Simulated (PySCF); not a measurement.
Species: cyclopropenone, C₃H₂O.
Numbering: `[O:1]=[c:2]1[cH:3][cH:4]1` (hydrogens: H5 on C3; H6 on C4)

Geometry (PBE0-D3(BJ)/def2-SVP, Å), atoms numbered from 1 in this order:
```
atom  x, y, z in Å
O1     2.0614   -0.1023    0.0734
C2     0.8663   -0.0520    0.0237
C3    -0.4237   -0.6703   -0.0452
C4    -0.3680    0.6737   -0.0124
H5    -1.0987   -1.5281   -0.0930
H6    -0.9741    1.5829   -0.0158
```

Method used: core-valence-separated Tamm–Dancoff BHandHLYP/aug-pcX-1 (pcseg-1 on H) in PySCF, non-relativistic, gas phase, PBE0-D3(BJ)/def2-SVP geometry. BHandHLYP without relativity tends to put these K edges a few eV too low, so spacings mean more than positions.

The lowest roots of each edge with f over 0.003 (five at most, numbered afresh; weaker and dark ones are left out), with transition dipoles (au) in the frame of the coordinates:

| root | edge | E (eV) | f | μx | μy | μz |
| --- | --- | --- | --- | --- | --- | --- |
| 1 | C | 282.64 | 0.1360 | -0.0059 | -0.0032 | 0.1399 |
| 2 | C | 285.39 | 0.0898 | 0.0048 | 0.0026 | -0.1133 |
| 3 | C | 286.98 | 0.0208 | -0.0024 | -0.0543 | -0.0014 |
| 4 | C | 287.00 | 0.0056 | 0.0280 | -0.0017 | 0.0011 |
| 5 | C | 288.04 | 0.0076 | 0.0327 | 0.0030 | 0.0014 |
| 6 | O | 530.22 | 0.0439 | -0.0024 | -0.0014 | 0.0581 |
| 7 | O | 533.91 | 0.0035 | -0.0007 | -0.0163 | -0.0004 |
| 8 | O | 534.85 | 0.0089 | 0.0260 | -0.0011 | 0.0011 |

Question: What is the unit vector of the normal of the molecular plane, and which share of each root's |μ|² lies along it?

Answer: (-0.04, -0.02, 1.00), up to sign.

```csv
root,core hole on,share along it,final orbital under reflection in the plane
1,C3/C4,1.00,odd
2,C2,1.00,odd
3,C3/C4,0.00,even
4,C3/C4,0.00,even
5,C3/C4,0.00,even
6,O1,1.00,odd
7,O1,0.00,even
8,O1,0.00,even
```

The 1s orbitals of atoms in the plane are even under the reflection, so light polarised along the normal reaches odd orbitals alone (the out-of-plane π set) and light polarised in the plane even ones.

Question: For fixed molecules, how does the intensity of root 1 change when the electric field is turned 70° away from the normal of the molecular plane?

Answer: Intensity goes as (E·μ)², and μ lies along that direction, so it falls to cos²70° = 0.12 of its maximum; it vanishes at 90°.

Question: Molecules are fixed in this frame and the field points along y. What effective strengths 3 f cos²θ do the roots have (θ between field and μ)?

Answer: root 1 (C3/C4): 0.000, root 2 (C2): 0.000, root 3 (C3/C4): 0.062, root 4 (C3/C4): 0.000, root 5 (C3/C4): 0.000, root 6 (O1): 0.000, root 7 (O1): 0.011, root 8 (O1): 0.000. Root 3 is the strongest. Averaged over all orientations cos²θ is 1/3, which gives f back.

